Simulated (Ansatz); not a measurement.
# CF (quartet): B2PLYP, RPA-PBE over vertical spin and charge gaps, 6-31G

Aim: run CF (quartet) with these functionals over vertical spin and charge gaps, and hold them against the top wave-function level at the same points.

Method: 6-31G, all electrons in the functionals, frozen cores in the correlation of double hybrids and RPA; program: Ansatz 0.2.0, Gaussian basis.

To be run: B2PLYP, RPA-PBE, at charge 0, quartet; charge 0, doublet; charge 0, sextet; charge 1, triplet; charge 1, quintet.

13 further runs of the same task are left out: 6 that didn't finish, 7 set aside as unsound or not needed. Runs told in other sessions of the task aren't counted.

## 1. The system

The geometry is a PBE0/def2-TZVP stationary point (not a proven minimum).

2 atoms, charge 0, spin multiplicity 4.

Atoms are counted from 1 here; the program's logs count them from 0.

Bond lengths: C1–F2 1.316 Å.

No dispersion term is added.

The geometry shown and the zero of energy belong to the point charge 0, quartet. The yardstick, FCI, and other wave-function levels (R restricted, U unrestricted, valence and pair active spaces) come from earlier runs.

## 2. B2PLYP, charge 0, quartet

in.yaml reads:

```yaml
crystal:
  periodic: [false, false, false]
  atoms:
    - {symbol: C, position_ang: [0.000000, 0.000000, 0.000000]}
    - {symbol: F, position_ang: [0.000000, 0.000000, 1.315900]}
basis:
  gaussian: {orbitals: 6-31G}
magnetization: {spin_polarized: true, initial_magnetization: 3}
hamiltonian: {xc: {name: B2PLYP}}
correlation: {electrons: outside_noble_gas}
```

On the command line:

```sh
$ ansatz run in.yaml --threads 1 --pin off --events-out ev --progress --plain --max-ram 2393MiB
```

Further steps of the session: B2PLYP, charge 0, doublet; B2PLYP, charge 0, sextet; B2PLYP, charge 1, triplet; B2PLYP, charge 1, quintet; RPA-PBE, charge 0, quartet; RPA-PBE, charge 0, doublet; RPA-PBE, charge 0, sextet; RPA-PBE, charge 1, triplet; RPA-PBE, charge 1, quintet.

Q: Predict the results of all the runs planned. Wanted: quartet to doublet, FCI; quartet to sextet, FCI; ionisation to the triplet cation, FCI; ionisation to the quintet cation, FCI; largest miss, B2PLYP; largest miss, RPA-PBE.

As calculated:

| quantity | value |
| --- | --- |
| quartet to doublet, FCI | -2.862 eV |
| quartet to sextet, FCI | 13.306 eV |
| ionisation to the triplet cation, FCI | 10.297 eV |
| ionisation to the quintet cation, FCI | 16.362 eV |
| largest miss, B2PLYP | +0.475 eV (ionisation to the quintet cation) |
| largest miss, RPA-PBE | -0.536 eV (quartet to doublet) |

In words: Of the functionals, B2PLYP keep the smallest largest miss at the points compared (at most 0.475 eV) and RPA-PBE strays most (0.536 eV, at quartet to doublet). Functionals and the yardstick converge differently with the basis, so part of each miss in 6-31G is the basis.
